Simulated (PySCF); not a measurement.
Molecule: SMILES C=CCNCC, C$_{5}$H$_{11}$N.

Cartesian coordinates in Å; atom numbers follow the order of the lines, from 1:
```xyz
17

C     3.012    0.108    0.713
C     1.729   -0.240    0.817
C     0.917   -0.848   -0.293
N    -0.222   -0.064   -0.728
C    -1.336    0.008    0.192
C    -2.494    0.775   -0.418
H     3.571   -0.063   -0.214
H     3.557    0.565    1.543
H     1.204   -0.056    1.764
H     1.576   -1.034   -1.159
H     0.538   -1.837    0.023
H     0.082    0.873   -0.987
H    -1.655   -1.026    0.412
H    -1.081    0.459    1.176
H    -2.797    0.319   -1.372
H    -3.361    0.791    0.259
H    -2.212    1.822   -0.620
```

Geometry PBE0-D3(BJ)/def2-SVP throughout; GIAO in PySCF 2.14, gas phase, one conformer, non-relativistic; equivalent atoms averaged; functional PBE0.

For orientation, 6-31G gives these shifts δ (against TMS at the same level): C1 115.9, C3 52.9, C5 41.6, C6 18.1, H8 5.43, H7 5.50, H10/H11 3.42, H15/H16/H17 1.25, H12 -0.45 ppm.

A run gave: C1 106.4, C3 46.8, C5 41.5, C6 19.9, H8 5.22, H7 5.03, H10/H11 2.25, H15/H16/H17 0.86, H12 -1.26 ppm (shifts δ (against TMS at the same level)).

Question: Which basis set was used in that run?
A. STO-3G
B. def2-SVP
C. pcSseg-1
D. def2-TZVP

Answer: A. C1 tells them apart best: STO-3G gives 106.4, pcSseg-1 gives 122.8, def2-SVP gives 115.7, def2-TZVP gives 120.7 ppm.
